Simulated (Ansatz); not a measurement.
We consider fcc Cu, described by RPBE in Ansatz (PAW).

Numerical settings: plane-wave cutoff 520 eV, 20×20×20 k mesh, Fermi–Dirac smearing 0.1 eV, perturbation theory, no spin polarisation, scalar-relativistic PAW data made under PBE.

Computed at the level's own relaxed cell.

```cif
data_Cu
_chemical_formula_sum 'Cu1'
_space_group_name_H-M_alt 'P 1'
_space_group_IT_number 1
_cell_length_a 2.59683
_cell_length_b 2.59683
_cell_length_c 2.59683
_cell_angle_alpha 60.000
_cell_angle_beta 60.000
_cell_angle_gamma 60.000
loop_
_space_group_symop_operation_xyz
  'x, y, z'
loop_
_atom_site_label
_atom_site_type_symbol
_atom_site_fract_x
_atom_site_fract_y
_atom_site_fract_z
_atom_site_occupancy
Cu1 Cu 0.00000 0.00000 0.00000 1
```

Harmonic phonon frequencies (cm⁻¹; i marks an imaginary mode):

```json
[
 {"q point": "X", "frequencies": "(withheld)"},
 {"q point": "L", "frequencies": "(withheld)"},
 {"q point": "W", "frequencies": "156 192 192"}
]
```

Task: What belongs in the gaps?

Result: 
- X, frequencies: 161 161 226
- L, frequencies: 109 109 230

No imaginary mode appears at these points.

Ansatz is a quantum-chemistry and plane-wave program.
